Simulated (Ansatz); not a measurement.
# One shape, several levels: CO2 (carbon dioxide)

We compute a comparison of 6 runs (HF/STO-3G, B2PLYP/STO-3G, PBE0/STO-3G, revPBE/STO-3G, CCSDT(Q)/STO-3G, UCCSD(T)/STO-3G) of CO2 (carbon dioxide). 

The results are computed with Ansatz 0.2.0.

43 further runs of the same task are left out: 7 that didn't finish, 36 set aside as unsound or not needed.

## (1) The system as given

CO2 has 3 atoms, charge 0, and is taken as a singlet. As SMILES, `O=C=O`. The C2–O1 distance was set to 1.735 Å, away from the relaxed value.

Bond lengths: C2–O3 1.157 Å. A long bond or contact: O1–C2 1.735 Å.

## (2) The energy at HF/STO-3G (run 1)

The input, molecule.yaml:

```yaml
crystal:
  periodic: [false, false, false]
  atoms:
    - {symbol: O, position_ang: [0.557380, -1.637904, 0.132312]}
    - {symbol: C, position_ang: [0.000120, 0.000050, 0.000070]}
    - {symbol: O, position_ang: [-0.371750, 1.091850, -0.088290]}
basis:
  gaussian:
    orbitals: STO-3G
hamiltonian:
  xc: hf
accuracy: high
```

Started as:

```
$ ansatz run molecule.yaml --threads 1 --pin off --max-ram 3480MiB --events-out events.jsonl --progress --plain --runs-dir runs
```

Log:

```text
Warning: RAYON_NUM_THREADS=1 ignored (pool sized by the plan → 1); use --threads N
Functional definition: HF
  name "HF"
  exchange = exact_x
  correlation = 0
244 factors; integrals over basis functions are off by at most 2.6e-8 eV
mean field evaluation 1: about -5022.8374 eV, gradient 4.8e1 eV
mean field evaluation 2: about -5022.8692 eV, gradient 4.8e1 eV
mean field evaluation 4: about -5031.0999 eV, gradient 1.5e1 eV
mean field evaluation 8: about -5032.2007 eV, gradient 7.1e-2 eV
mean field evaluation 16: about -5025.2003 eV, gradient 1.8e1 eV
mean field -5032.18042805 eV, -184.9292197963 hartree, gradient 4.7e-8 eV, S^2 0.000000; 0 other end points of the search recorded, 0 dependent functions left out
reference -5032.18042805 eV, -184.9292197963 hartree; 11, 11 occupied and 4, 4 virtual orbitals, 244 factors
Total energy: -5032.18042805 eV, -184.9292197963 hartree
```

Wall time 0.1 s (1 thread of Intel Xeon Platinum 8488C (Sapphire Rapids), shared host).

## (3) A single-point energy at B2PLYP/STO-3G (run 2)

The input, run.yaml:

```yaml
crystal:
  periodic: [false, false, false]
  atoms:
    - symbol: O
      position_ang: [0.557380, -1.637904, 0.132312]
    - symbol: C
      position_ang: [0.000120, 0.000050, 0.000070]
    - symbol: O
      position_ang: [-0.371750, 1.091850, -0.088290]
basis:
  gaussian:
    orbitals: STO-3G
total_charge: 0
hamiltonian:
  xc: {name: B2PLYP}
accuracy: high
correlation:
  frozen_orbitals: {C: 1, O: 1}
```

Started as:

```
$ ansatz run run.yaml --threads 1 --pin off --max-ram 3480MiB --events-out events.jsonl --progress --plain --runs-dir runs
```

Log (excerpt; [...] marks lines left out):

```text
Warning: RAYON_NUM_THREADS=1 ignored (pool sized by the plan → 1); use --threads N
Functional definition: B2PLYP
  name "B2PLYP"
[...]
244 factors; integrals over basis functions are off by at most 2.6e-8 eV
[...]
mean field -5048.21908754 eV, -185.5186296614 hartree, gradient 5.5e-8 eV, S^2 0.000000; 1 other end points of the search recorded, 0 dependent functions left out; unrestricted orbitals would lower it
3 core orbitals not correlated: weight in the atoms' cores, before any rotation towards them, 1.000 or more for the frozen orbitals, at most 0.000 for the correlated occupied ones
reference -5048.21909817 eV, -185.5186300519 hartree; 8, 8 occupied and 4, 4 virtual orbitals, 244 factors
second order -7.35484983 eV of doubles, -0.00000000 eV of singles
Total energy: -5050.20490762 eV, -185.5916072033 hartree
```

Run time: 0.99 s. Hardware: 1 thread of Intel Xeon Platinum 8488C (Sapphire Rapids), shared host; peak memory 0.093 GiB.

Runs 3 to 5 aren't shown in full; the table further down has their settings and results.

## (4) A single-point energy at UCCSD(T)/STO-3G (run 6)

The input, run.yaml:

```yaml
crystal:
  periodic: [false, false, false]
  atoms:
    - symbol: O
      position_ang: [0.557380, -1.637904, 0.132312]
    - symbol: C
      position_ang: [0.000120, 0.000050, 0.000070]
    - symbol: O
      position_ang: [-0.371750, 1.091850, -0.088290]
basis:
  gaussian: {orbitals: STO-3G}
magnetization: {spin_polarized: true, initial_magnetization: 0}
correlation: {method: ccsd_t, frozen_orbitals: {C: 1, O: 1}}
accuracy: high
scf: {omitted_lower_state_checks: [cluster_reference, increment]}
```

Started as:

```
$ ansatz run run.yaml --threads 1 --pin off --max-ram 3480MiB --events-out events.jsonl --progress --plain --runs-dir runs
```

Log:

```text
Warning: RAYON_NUM_THREADS=1 ignored (pool sized by the plan → 1); use --threads N
[... 18 lines left out ...]
3 core orbitals not correlated: weight in the atoms' cores, before any rotation towards them, 1.000 or more for the frozen orbitals, at most 0.000 for the correlated occupied ones
[... 51 lines left out ...]
Total energy: -5037.76427694 eV, -185.1344224581 hartree
Checks for a lower state left out: cluster_reference, increment
```

It took 0.95 s on 1 thread of Intel Xeon Platinum 8488C (Sapphire Rapids), shared host.

## (5) The series

| run | level | frozen core orbitals | energy (Eh) | wall time |
| --- | --- | --- | --- | --- |
| 1 | HF/STO-3G | – | -184.929220 | 0.1 s |
| 2 | B2PLYP/STO-3G | 3 | -185.591607 | 0.99 s |
| 3 | PBE0/STO-3G | – | -185.645220 | 0.59 s |
| 4 | revPBE/STO-3G | – | -185.821545 | 0.61 s |
| 5 | CCSDT(Q)/STO-3G | 3 | -185.142381 | 0.67 s |
| 6 | UCCSD(T)/STO-3G | 3 | -185.134422 | 0.95 s |

## (6) What came out

| quantity | value |
| --- | --- |
| run 6: total energy | -185.13442 Eh |
| run 6: correlation energy (3 core orbitals frozen) | -194.6 mEh |
| run 6: (T) correction | -14.37 mEh |
| run 6: ⟨S²⟩ of the reference determinant | 0.601 |
| run 6: T1 diagnostic | 0.100 |

In words: Below the HF energy at the same shape and in the same basis (STO-3G): CCSDT(Q) -213.2 mEh; UCCSD(T) -205.2 mEh. Some of these start from another determinant than that one, so these aren't their correlation energies. Totals of different functionals can't be ranked against each other. In runs 2, 5 the log says that unrestricted orbitals would lower the reference, so the values rest on an unstable closed-shell determinant (other closed-shell runs at this shape may share the fault). In runs 1, 2, 3, 4, 5, 6 the basis is minimal, so the values are rough. Spin contamination of the reference: run 6 ⟨S²⟩ = 0.60. Where it is this large, the reference is a mixture of spin states, and values that rest on it are in doubt. All runs together took 3.9 s, the longest 0.99 s.
